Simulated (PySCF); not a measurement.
Species: aminoacetonitrile, C2H4N2.
Atom-mapped SMILES: `[N:1]#[C:2][CH2:3][NH2:4]` (hydrogens: H5, H6 on C3; H7, H8 on N4)

Method: PySCF 2.14.0, PBE0-D3(BJ)/def2-SVP geometry optimisation, gas phase; density fitting, grid level 1; the optimiser is geomeTRIC in internal coordinates, started from an MMFF94s structure.

Step 1: E = -5108.4521 eV
```
atom  x, y, z in Å  |  force x, y, z in eV/Å
N1      2.0264    1.3509   -0.7412    0.227  -0.110   0.004
C2      1.0735    0.8312   -0.3442   -0.261   0.071  -0.090
C3     -0.2095    0.3202    0.1591    0.588  -0.131  -0.042
N4     -0.4942   -1.0322   -0.2755   -0.173   0.341  -0.015
H5     -0.9434    1.0191   -0.2669   -0.283  -0.048   0.143
H6     -0.1705    0.4693    1.2581   -0.200   0.101  -0.001
H7      0.1458   -1.6863    0.1620    0.111  -0.104   0.066
H8     -1.4281   -1.2723    0.0485   -0.009  -0.120  -0.067
```

Step 2: E = -5108.4755 eV
```
atom  x, y, z in Å  |  force x, y, z in eV/Å
N1      2.0475    1.3090   -0.7486    0.059  -0.152   0.041
C2      1.0717    0.8318   -0.3505   -0.184   0.188  -0.045
C3     -0.2099    0.3328    0.1669    0.181  -0.068  -0.088
N4     -0.4883   -1.0158   -0.2750    0.023   0.000   0.067
H5     -0.9781    1.0109   -0.2397   -0.044   0.005   0.067
H6     -0.1876    0.4905    1.2654   -0.044   0.029   0.010
H7      0.1646   -1.6704    0.1517   -0.004  -0.010  -0.021
H8     -1.4198   -1.2889    0.0299    0.014   0.007  -0.030
```

Problem. Estimate the geometry and energy of step 3. (The exact step hangs on the optimiser's Hessian estimate; all steps are aligned on step 2, rigid shifts and turns removed.)

Solution. E = -5108.4839 eV, largest force 0.178 eV/Å
```
atom  x, y, z in Å  |  force x, y, z in eV/Å
N1      2.0613    1.2661   -0.7482    0.015  -0.089   0.021
C2      1.0603    0.8394   -0.3558   -0.042   0.172  -0.020
C3     -0.2145    0.3433    0.1687   -0.053  -0.067  -0.006
N4     -0.4794   -1.0069   -0.2741    0.033  -0.069   0.037
H5     -1.0029    1.0110   -0.2189    0.033  -0.003  -0.016
H6     -0.1982    0.5052    1.2673    0.038  -0.013   0.012
H7      0.1820   -1.6612    0.1410   -0.019   0.041  -0.020
H8     -1.4085   -1.2971    0.0199   -0.006   0.029  -0.007
```

The energy changes by -0.0084 eV. The first-order estimate −F·Δx gives -0.0136 eV and the mean of the old and new forces, exact on a quadratic surface, -0.0085 eV. The step makes an angle of 61° with the force vector and moves no atom by more than 0.045 Å.

What follows is the cost of the whole optimisation. On one thread of an x86-64 server, shared host, this took 7.7 s wall.
